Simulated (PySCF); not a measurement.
Species: C3HF2N.
SMILES with atom numbers: `[N:1]#[C:2]/[C:3]([F:4])=[CH:5]\[F:6]` (hydrogens: H7 on C5)

The closed-shell ground state was solved at several levels (PySCF, density fitting, gas phase, non-relativistic). Isolated species at its PBE0-D3(BJ)/def2-SVP geometry, gas phase.

```json
{"level": "HF/pcSseg-2", "basis functions": "230", "total energy (Eh)": "-367.5824", "HOMO (eV)": "-11.09", "LUMO (eV)": "1.89", "gap (eV)": "12.98", "dipole (D)": "3.90"}
{"level": "PBE0/pcSseg-1", "basis functions": "107", "total energy (Eh)": "-368.8642", "HOMO (eV)": "-8.28", "LUMO (eV)": "-1.81", "gap (eV)": "6.47", "dipole (D)": "3.56"}
{"level": "B3LYP/pcJ-1", "basis functions": "172", "total energy (Eh)": "-369.2915", "HOMO (eV)": "-8.06", "LUMO (eV)": "-2.04", "gap (eV)": "6.02", "dipole (D)": "3.54"}
```

Problem. Estimate the row for CAM-B3LYP/def2-SVPD, a basis of 134 functions; the other rows only guide the guess.

Solution. Total energy -368.8982 Eh, HOMO -9.73 eV, LUMO -0.86 eV, gap 8.87 eV, dipole 3.59 D.

Problem. Over all these levels, which gives the widest orbital gap and which the narrowest?

Solution. HF/pcSseg-2 (Hartree–Fock, all exact exchange) has the widest, 12.98 eV, and B3LYP/pcJ-1 (global hybrid, 20 % exact exchange) the narrowest, 6.02 eV. Functional and basis both differ between the two, so the spread mixes both effects.

Problem. How far do the dipole and the HOMO energy spread over the levels?

Solution. The dipole runs from 3.54 to 3.90 D (mean 3.65 D) and the HOMO from -11.09 to -8.06 eV.
